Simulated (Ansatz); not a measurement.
Reaction: C2H6O (SMILES COC) + H+ → C2H7O+ (SMILES C[OH+]C)
Each species at its own B3LYP-D3(BJ)/def2-TZVP minimum (Ansatz, a program for electronic structure).

Wanted: proton affinity (electronic), positive where energy is released, in kJ/mol. Radicals and triplets start from unrestricted determinants; spin-orbit coupling is neglected. CBS(X,Y): correlation extrapolated as X^-3, Hartree-Fock from the larger set. A bracket is a step between two methods taken in the basis named. Functionals run without relativity, which enters their misses. 'core' is core correlation in cc-pwCVTZ, 'X2C' scalar relativity in cc-pVTZ-DK, both at CCSD(T).

CCSD(T)/CBS(cc-pVTZ,cc-pVQZ) + [CCSDT(Q) - CCSD(T)]/cc-pVDZ + core + X2C (Ansatz) gives 821.3 kJ/mol.

**Question.** What does PBE/def2-TZVPD (Ansatz) give here, and how do the other levels compare?

**Answer.** PBE gives 807.5 kJ/mol, 13.8 kJ/mol below it. Differences of the others: PBE0/def2-TZVPD (Ansatz) -5.6; wB97M-V/def2-TZVPD (Ansatz) -13.0; CCSD(T)/CBS(cc-pVTZ,cc-pVQZ) + core + X2C (Ansatz) 0.1 kJ/mol. Nearer than PBE: PBE0/def2-TZVPD, wB97M-V/def2-TZVPD, CCSD(T)/CBS(cc-pVTZ,cc-pVQZ) + core + X2C.
